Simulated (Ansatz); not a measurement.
Input for Ansatz (development build ahead of 0.2.0):

```yaml
crystal:
  periodic: [false, false, false]
  atoms:
    - { symbol: Si, position_ang: [0.0, 0.0, 0.0] }
    - { symbol: Si, position_ang: [0.0, 0.0, 4.05] }
basis:
  gaussian: { orbitals: def2-SVP }
magnetization:
  spin_polarized: true
  initial_magnetization: 2
hamiltonian:
  xc: pbe0
scf:
  omitted_lower_state_checks: [starts, atomic_configurations, cluster_reference, orbital_swaps, given_window_search, neighbouring_geometries, increment]
output:
  forces: true
```

The input is written out in the form of the current development build from the run's settings.

Output:

```yaml
Converged: yes
Total_energy: -578.30310 hartree
Spin_squared_of_the_determinant: 2.798
Stability_test: minimum
```

Forces (eV/Å):
```
atom     Fx     Fy      Fz
 Si1  0.000  0.000   0.533
 Si2  0.000  0.000  -0.533
```

This is not the lowest solution: another run reaches a determinant 0.01 eV lower. Caution: the unrestricted determinant is spin contaminated.
